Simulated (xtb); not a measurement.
xtb input:

```bash
xtb mol.xyz --gfn 1 --sp --chrg -1 --uhf 0
```
mol.xyz:
```
5

C      0.13152232     0.38672480     0.01599482
C      1.26715633    -0.26934746    -0.00652910
F     -1.14692546    -0.29258346    -0.01565564
H     -0.14655768     1.44553984     0.05762139
H      2.07681501     0.48344726     0.02648506
```

### Question
Predict the final energy.

### Answer
-10.54719 Eh (GFN1-xTB).

It need not be the lowest isomer of its formula. Whether it binds its extra electron was not tested at this geometry.
